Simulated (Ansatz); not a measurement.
Isolated molecules relaxed with PBE0-D4/def2-TZVP in Ansatz; ΔE leaves out vibrations. CCSD(T)/CBS is the MP2 limit (def2-TZVPP, def2-QZVPP) plus CCSD(T) − MP2 in def2-TZVPP, frozen cores. This one scheme is used for every species. Functionals use def2-TZVPP. B3LYP here is the variant with VWN-RPA as its local correlation; programs differ in this. One conformer a species, not always the lowest.

Consider the substitution at a C–F bond: `C=CCCF` + H₂S → `C=CCCS` + H–F.

`C=CCCF`:

Cartesian coordinates in Å:
```
C 1.165 -0.393 -1.584
C 0.823 -0.399 -0.304
C -0.582 -0.388 0.200
C -0.878 0.789 1.102
F -0.098 0.722 2.246
H 2.203 -0.397 -1.894
H 0.417 -0.390 -2.371
H 1.600 -0.402 0.457
H -0.786 -1.305 0.765
H -1.284 -0.362 -0.640
H -1.926 0.788 1.418
H -0.653 1.737 0.605
```

H₂S:

Z-matrix (Å, degrees):
```
S
H 1 1.341
H 1 1.341 2 92.3
```

`C=CCCS`:

Cartesian coordinates in Å:
```
C 1.666 -0.079 -0.474
C 0.982 -0.442 0.603
C -0.417 -0.046 0.954
C -1.205 0.652 -0.137
S -1.757 -0.435 -1.480
H 2.688 -0.409 -0.623
H 1.247 0.559 -1.244
H 1.472 -1.083 1.333
H -0.369 0.614 1.832
H -0.967 -0.934 1.284
H -0.652 1.498 -0.548
H -2.134 1.051 0.276
H -0.553 -0.948 -1.776
```

H–F:

Z-matrix (Å, degrees):
```
F
H 1 0.920
```

```tsv
level	ΔE (kcal/mol)	difference from CCSD(T)/CBS
PBE-D4	-6.2	1.7
r2SCAN-D4	-4.8	3.1
PBE0-D4	-6.6	1.3
B3LYP-D4	-4.5	3.4
ωB97X-V	-4.2	3.7
ωB97M-V	-5.0	2.9
B2PLYP	-4.1	3.8
PBE	-4.3	3.6
r2SCAN	-4.3	3.6
PBE0	-4.9	3.0
B3LYP	-1.5	6.4
HF/def2-TZVPP	1.2	9.1
MP2/def2-TZVPP	-9.5	-1.6
SCS-MP2/def2-TZVPP	-6.7	1.2
CCSD/def2-TZVPP	-5.2	2.7
CCSD(T)/def2-TZVPP	-6.3	1.6
HF/def2-QZVPP	1.1	9.0
MP2/def2-QZVPP	-10.5	-2.6
SCS-MP2/def2-QZVPP	-7.6	0.3
HF/CBS(def2)	1.1	9.0
MP2/CBS(def2)	-11.1	-3.2
CCSD/CBS(def2)	-6.8	1.1
CCSD(T)/CBS	-7.9	0
```

Largest T1 diagnostic among the species: 0.011.

In def2-TZVPP, CCSD(T) changes the Hartree–Fock value by −7.5 kcal/mol (the triples alone add −1.1 kcal/mol) and MP2 by −10.8 kcal/mol. The D4 term adds −3.1 kcal/mol with B3LYP and −1.7 kcal/mol with PBE0; it sums over pairs of atoms, weighted by their polarisabilities, and B3LYP, whose exchange is more repulsive, gets the larger term.
